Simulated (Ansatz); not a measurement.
Ansatz (an electronic-structure program) input (PBE/aug-cc-pV(T+d)Z): A basis named .json is the Basis Set Exchange file of that set (core-valence sets with the plain set on hydrogen).

Ansatz 0.2 input:
```yaml
crystal:
  periodic: [false, false, false]
  atoms:
    - {symbol: C, position_ang: [-0.00000000, 0.00000000, -0.00000000]}
    - {symbol: H, position_ang: [0.62054657, 0.62688914, 0.63896175]}
    - {symbol: H, position_ang: [-0.64285838, -0.62489528, 0.61852983]}
    - {symbol: H, position_ang: [0.63693263, -0.63278043, -0.61664082]}
    - {symbol: H, position_ang: [-0.61462083, 0.63078657, -0.64085076]}
basis:
  gaussian:
    orbitals: aug-cc-pV_T+d_Z.json
    fitting: {mean_field: def2-SV_P_-JKFIT.json}
hamiltonian:
  xc: {name: PBE}
magnetization: {spin_polarized: false}
```

Output:

```
Functional definition: PBE
integrals: 0.02 GiB planned
147 factors; integrals over basis functions are off by at most 9.2e-1 eV
mean field: 0.28 GiB planned
mean field evaluation 1: about -1092.6802 eV, gradient 6.1e1 eV
mean field evaluation 2: about -1083.5112 eV, gradient 7.7e1 eV
mean field evaluation 4: about -1101.0722 eV, gradient 3.1e-1 eV
mean field evaluation 8: about -1101.0701 eV, gradient 1.8e-4 eV
mean field -1101.07009318 eV, -40.4635795922 hartree, gradient 5.5e-5 eV, S^2 0.000000; 0 other end points of the search recorded, 0 dependent functions left out
reference -1101.07013629 eV, -40.4635811765 hartree; 5, 5 occupied and 133, 133 virtual orbitals, 147 factors
Total energy: -1101.07013629 eV, -40.4635811765 hartree
```
